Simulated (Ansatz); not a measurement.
# [Eu(NH3)6]3+ (EuN6H18 (+3)): rung by rung

Aim: run the septet of [Eu(NH3)6]3+ (EuN6H18 (+3)) at one geometry on many levels, and compare frontier levels, spin and run time.

Computed with Ansatz 0.2.0, Gaussian basis. Level: as each input shows.

The runs, in order: PBE-D4/def2-TZVP, r2SCAN-D4/def2-TZVP, r2SCANh-D4/def2-TZVP, LDA/def2-TZVP, PBE-D4/def2-SVP, PBE0-D4/def2-SVP, MP2/def2-SVP, RPA/def2-SVP.

2 further runs of the same task are left out: 2 that didn't finish.

### 1 The relaxed structure

The septet was relaxed beforehand with PBE-D4/def2-SVP.

25 atoms, charge 3, spin multiplicity 7.

Atoms are counted from 1 here; the program's logs count them from 0.

Bond lengths: Eu1–N2 2.602 Å, Eu1–N6 2.602 Å, Eu1–N10 2.602 Å, Eu1–N14 2.602 Å, Eu1–N18 2.602 Å, Eu1–N22 2.602 Å, N2–H3 1.037 Å, N2–H4 1.038 Å, N2–H5 1.038 Å, N6–H7 1.037 Å, N6–H8 1.038 Å, N6–H9 1.038 Å, N10–H11 1.038 Å, N10–H12 1.038 Å, N10–H13 1.037 Å, N14–H15 1.037 Å, N14–H16 1.037 Å, N14–H17 1.038 Å and more. Angles: N2–Eu1–N6 179.7°, N2–Eu1–N10 84.8°, N2–Eu1–N14 95.6°, N2–Eu1–N18 84.5°, N2–Eu1–N22 95.1°, N6–Eu1–N10 95.5°, N6–Eu1–N14 84.0°, N6–Eu1–N18 95.4°, N6–Eu1–N22 84.9°, N10–Eu1–N14 179.5°, N10–Eu1–N18 95.1°, N10–Eu1–N22 84.6°, N14–Eu1–N18 85.0°, N14–Eu1–N22 95.3°, N18–Eu1–N22 179.6°, Eu1–N2–H3 115.9°, Eu1–N2–H4 113.9°, Eu1–N2–H5 114.6° and more.

As a file:

```
Eu    0.0008    0.0002    0.0007
N     0.1155    0.1338    2.5964
H     0.9523    0.6045    2.9885
H     0.1125   -0.7919    3.0663
H    -0.6775    0.6356    3.0393
N    -0.1285   -0.1306   -2.5946
H    -0.9459   -0.6373   -2.9816
H     0.6828   -0.5942   -3.0457
H    -0.1709    0.7950   -3.0619
N     2.5955   -0.1410    0.1286
H     3.0651    0.7841    0.1736
H     3.0428   -0.6032   -0.6857
H     2.9828   -0.6524    0.9439
N    -2.5932    0.1377   -0.1481
H    -2.9732    0.7243   -0.9138
H    -3.0536    0.5147    0.7017
H    -3.0566   -0.7801   -0.2894
N    -0.0977    2.5979    0.1223
H     0.2047    3.0081    1.0249
H    -1.0339    3.0154   -0.0337
H     0.5024    3.0749   -0.5771
N     0.1086   -2.5975   -0.1044
H    -0.0901   -3.0123   -1.0332
H    -0.5661   -3.0717    0.5251
H     1.0211   -3.0139    0.1579
```

Eu takes a core potential in the def2 sets. No spin-orbit coupling is included. The ion is computed in the gas phase, without counter-ions or solvent.

PBE0-D4/def2-TZVP was run before; its log isn't repeated, and its numbers join the tables.

### 2 PBE-D4/def2-TZVP

start.molden holds the orbitals of an earlier run on this state, given as this run's starting guess.

Input file in.yaml:

```yaml
crystal:
  periodic: [false, false, false]
  atoms:
    - {symbol: Eu, position_ang: [0.000825, 0.000218, 0.000659]}
    - {symbol: N, position_ang: [0.115508, 0.133835, 2.596440]}
    - {symbol: H, position_ang: [0.952348, 0.604463, 2.988493]}
    - {symbol: H, position_ang: [0.112500, -0.791873, 3.066297]}
    - {symbol: H, position_ang: [-0.677471, 0.635591, 3.039302]}
    - {symbol: N, position_ang: [-0.128492, -0.130649, -2.594600]}
    - {symbol: H, position_ang: [-0.945861, -0.637289, -2.981592]}
    - {symbol: H, position_ang: [0.682837, -0.594186, -3.045730]}
    - {symbol: H, position_ang: [-0.170854, 0.795005, -3.061867]}
    - {symbol: N, position_ang: [2.595541, -0.141042, 0.128626]}
    - {symbol: H, position_ang: [3.065066, 0.784098, 0.173600]}
    - {symbol: H, position_ang: [3.042820, -0.603165, -0.685677]}
    - {symbol: H, position_ang: [2.982782, -0.652388, 0.943946]}
    - {symbol: N, position_ang: [-2.593240, 0.137665, -0.148091]}
    - {symbol: H, position_ang: [-2.973217, 0.724291, -0.913827]}
    - {symbol: H, position_ang: [-3.053566, 0.514736, 0.701718]}
    - {symbol: H, position_ang: [-3.056618, -0.780110, -0.289404]}
    - {symbol: N, position_ang: [-0.097688, 2.597860, 0.122255]}
    - {symbol: H, position_ang: [0.204747, 3.008052, 1.024910]}
    - {symbol: H, position_ang: [-1.033855, 3.015447, -0.033724]}
    - {symbol: H, position_ang: [0.502398, 3.074944, -0.577148]}
    - {symbol: N, position_ang: [0.108564, -2.597534, -0.104423]}
    - {symbol: H, position_ang: [-0.090059, -3.012304, -1.033167]}
    - {symbol: H, position_ang: [-0.566095, -3.071722, 0.525096]}
    - {symbol: H, position_ang: [1.021090, -3.013924, 0.157937]}
basis:
  gaussian: {orbitals: def2-TZVP, initial_orbitals: start.molden}
total_charge: 3
magnetization: {spin_polarized: true, initial_magnetization: 6}
hamiltonian: {xc: pbe, dispersion: d4}
scf: {omitted_lower_state_checks: [starts]}
output: {orbitals: {seedname: orbitals}}
```

On the command line:

```console
$ ansatz run in.yaml --threads 4 --pin off --events-out ev --progress --plain --max-ram 6963MiB
```

After this run come: r2SCAN-D4/def2-TZVP; r2SCANh-D4/def2-TZVP; LDA/def2-TZVP; PBE-D4/def2-SVP; PBE0-D4/def2-SVP; MP2/def2-SVP; RPA/def2-SVP.

Before running them: what should the planned runs give, taken together? Wanted: gap in def2-TZVP, named functionals, smallest and largest; correlation energy, MP2/def2-SVP; ⟨S²⟩ in def2-TZVP, named functionals, smallest and largest; PBE0 total energy, smallest basis above largest.

The runs gave:

| quantity | value |
| --- | --- |
| gap in def2-TZVP, named functionals, smallest and largest | 0.15 eV (LDA), 3.59 eV (PBE0-D4) |
| correlation energy, MP2/def2-SVP | -52.23 eV |
| ⟨S²⟩ in def2-TZVP, named functionals, smallest and largest | 12.043, 12.248 |
| PBE0 total energy, smallest basis above largest | 10.90 eV (def2-SVP, def2-TZVP) |

Orbital gaps of the named functionals in def2-TZVP span 0.15 eV (LDA) to 3.59 eV (PBE0-D4); exact exchange widens it. Over the named functionals in def2-TZVP spin contamination reaches 0.25 (LDA).
